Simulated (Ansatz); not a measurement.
# MgH₂O (SMILES [OH][MgH]): single points off equilibrium

An exercise on one series of results from a longer session: the logs are not shown, and one member is left open.

Program: Ansatz 0.2.0, Gaussian basis. Level of theory: single points in def2-TZVPP. These are calculated values, not measurements.

Cores are frozen in the correlated methods. The outer core shell of Li, Na, Mg and K is correlated.

## The starting structure

SMILES `[OH][MgH]`, 4 atoms, charge 0, spin multiplicity 1.

Atoms are counted from 1 here; the program's logs count them from 0.

Bond lengths: O1–Mg2 1.709 Å, O1–H3 0.928 Å, Mg2–H4 1.481 Å. Angles: Mg2–O1–H3 175.9°, O1–Mg2–H4 171.1°.

As a file:

| atom | x (Å) | y (Å) | z (Å) |
| --- | --- | --- | --- |
| O1 | 0.3454 | -0.8386 | 0.4422 |
| Mg2 | -0.3003 | 0.5561 | -0.3049 |
| H3 | 0.7129 | -1.5573 | 0.9000 |
| H4 | -0.6807 | 1.7498 | -1.0940 |

The first run:

run/in.yaml reads:

```yaml
crystal:
  periodic: [false, false, false]
  atoms:
    - {symbol: O, position_ang: [0.345400, -0.838600, 0.442200]}
    - {symbol: Mg, position_ang: [-0.300300, 0.556100, -0.304900]}
    - {symbol: H, position_ang: [0.712900, -1.557300, 0.900000]}
    - {symbol: H, position_ang: [-0.680700, 1.749800, -1.094000]}
basis:
  gaussian: {orbitals: def2-TZVPP}
correlation: {method: ccsd_t}
output: {forces: true}
```

The command line of these runs was not kept.

Among the steps run: CCSD(T)/def2-TZVPP; PBE0-D4/def2-TZVPP; wB97M-V/def2-TZVPP; r2SCAN-D4/def2-TZVPP; PBE-D4/def2-TZVPP; r2SCAN0-D4/def2-TZVPP; HSE06-D4/def2-TZVPP.

One table of the session follows, with a row left open; its other results are not shown here.

| method | RMS force component (eV/Å) | angle to CCSD(T) forces (°) | dipole (D) |
| --- | --- | --- | --- |
| CCSD(T) | 1.018 | reference | 0.80 |
| PBE0-D4 | 1.047 | 2.2 | 0.76 |
| wB97M-V | ? | ? | ? |
| r2SCAN-D4 | 1.062 | 2.0 | 0.82 |
| PBE-D4 | 1.073 | 9.6 | 0.74 |
| r2SCAN0-D4 | 1.052 | 7.0 | 0.81 |
| HSE06-D4 | 1.049 | 2.2 | 0.76 |

Q: Estimate the row for wB97M-V from the others.

The run gave: RMS force component (eV/Å): 1.005; angle to CCSD(T) forces (°): 1.3; dipole (D): 0.79. In the column «RMS force component (eV/Å)» it is the lowest.
